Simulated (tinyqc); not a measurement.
Inside a calculation. Method: coupled-perturbed Hartree-Fock on RHF in the sto-6g basis, for OH-, spin multiplicity 1. The basis has no diffuse functions, so it cannot describe the extra electron: this is an exercise in the method, not the real anion. One step of it, computed by the program tinyqc.

Problem. Response to a field: uncoupled start. Field along z; U_ai = -mu_ai / (e_a - e_i), alpha = -4 sum U_ai mu_ai.

orbital energies (hartree): MO1 -19.830813, MO2 -0.616892, MO3 0.096434, MO4 0.138462, MO5 0.138462, MO6 0.862212

dipole integrals <a|z|i> (bohr):
```
          i1        i2         i3        i4        i5
a6  0.056227  0.252755  -1.293648  0.000000  0.000000
```

Give: uncoupled U; uncoupled polarisability.

Solution.

uncoupled U:
```
        i1      i2     i3     i4     i5
a6  -0.003  -0.171  1.689  0.000  0.000
```

uncoupled polarisability = 8.915 bohr^3
